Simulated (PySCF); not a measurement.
Species: C₃H₅FS (charge +1 and doublet state).
Z-matrix (Å and degrees, GFN2-xTB geometry), rows numbered from 1:
```
C 
C   1  1.4854
F   2  1.3304  1  114.61
C   2  1.4790  1  125.08  3   154.71
S   4  1.7880  2   70.53  1   104.84
H   1  1.0864  2  112.11  3   174.63
H   1  1.0941  2  108.33  3   -65.47
H   1  1.0900  2  110.85  3    51.62
H   4  1.0877  2  119.49  5  -109.34
H   4  1.0905  2  118.41  5   108.07
```

Identity: `C[C@@]1(F)C[S+]1` [radical] (charge +1).

Method: UKS B3LYP, pcH-1 on C F H S, non-relativistic, mean-field spin-orbit, GIAO (PySCF). Isolated species at its GFN2-xTB geometry, gas phase. A GFN2-xTB geometry isn't a minimum of the functional, and hyperfine couplings can be far from their values at a DFT geometry, by a factor of two or more for some ions and for spin on atoms past the first row.

Output of the driver script. Atoms in this output count from 0.

```
UKS, coarse grid
  cycle   1  E = -614.94898640  |g| = 4.48e-01
  cycle   2  E = -614.84107098  |g| = 7.31e-01
  cycle   3  E = -615.02109637  |g| = 1.01e-01
  cycle   4  E = -615.02387822  |g| = 3.52e-02
  cycle   5  E = -615.02437827  |g| = 7.86e-03
  cycle   6  E = -615.02440535  |g| = 3.88e-03
  cycle   7  E = -615.02441253  |g| = 1.21e-03
  cycle   8  E = -615.02441483  |g| = 5.97e-04
UKS, final grid
  cycle   1  E = -615.02438458  |g| = 8.22e-04
  cycle   2  E = -615.02438421  |g| = 1.31e-03
  cycle   3  E = -615.02438504  |g| = 1.23e-04
  cycle   4  E = -615.02438507  |g| = 8.09e-05
  cycle   5  E = -615.02438510  |g| = 3.92e-05
  cycle   6  E = -615.02438510  |g| = 9.15e-06
E = -615.02438510 Eh   <S^2> = 0.7540 (exact 0.7500)
g shifts (ppm)      1          2          3
  rmc          -242       -242       -242
  gc             -7         49         48
  oz_so         148      21584      45056
  total        -100      21394      44866
hyperfine (MHz)  atom isotope    a_iso     a_fc   dipolar eigenvalues
    0   13C       2.52       2.52     -1.65     -1.36      3.01
    1   13C      -2.92      -2.92     -4.35      1.18      3.17
    2   19F      10.30      10.30    -28.45    -22.23     50.68
    3   13C     -16.49     -16.49     -5.41     -1.26      6.67
    4   33S      21.27      21.27    -96.81    -90.57    187.38
    5    1H       5.67       5.67     -3.23     -2.11      5.35
    6    1H      10.03      10.03     -1.60     -1.12      2.73
    7    1H      -2.35      -2.35     -2.06     -1.59      3.65
    8    1H      93.05      93.05     -5.11     -3.44      8.54
    9    1H      90.32      90.32     -5.64     -2.82      8.45
```

Question: The run flagged its g tensor. What set off the flag, and which results does it touch?

Answer: The largest g shift is +0.045, past the limit of 0.03 at which the run flags a species of elements up to argon. The orbital-Zeeman/spin–orbit term is second order, a sum of spin–orbit matrix elements over excitation energies, so it grows and becomes less reliable as an excited state comes close; a shift of this size calls for a check with another method. The contact and dipolar couplings don't rest on that expansion, but they belong to the state that the SCF found, and a close-lying state with the spin in another orbital would have other couplings; no stability test was run. The run left out the spin–orbit part of the hyperfine coupling.

Question: Where is the spin in this solution (atoms counted from 1)?

Answer: The largest Mulliken spin population is on S5 (+0.98). ⟨S²⟩ = 0.7540 against the exact 0.7500, so spin contamination is small. 

Question: Average a_iso over equivalent nuclei, turn it into first-order splittings with g = 2.0023, and give the multiplets for abundant isotopes (0.05 mT or more).

Answer: 
| nuclei (from 1) | isotope | I | position | a_iso (MHz) | \|a\| (mT) | splits into |
| --- | --- | --- | --- | --- | --- | --- |
| H9 | 1H | 1/2 | 2 bonds from S5 | 93.1 | 3.32 | 1:1 doublet |
| H10 | 1H | 1/2 | 2 bonds from S5 | 90.3 | 3.22 | 1:1 doublet |
| F3 | 19F | 1/2 | 2 bonds from S5 | 10.3 | 0.37 | 1:1 doublet |
| H6/H7/H8 | 1H | 1/2 | 3 bonds from S5 | 4.5 | 0.16 | 1:3:3:1 quartet |

Nuclei that the bonding pattern makes equivalent are averaged, as if the motion that swaps them (rotation, inversion, ring flip) were fast. The three 1H nuclei of mean +4.5 MHz run from -2.3 to 10.0 MHz in the frozen geometry.
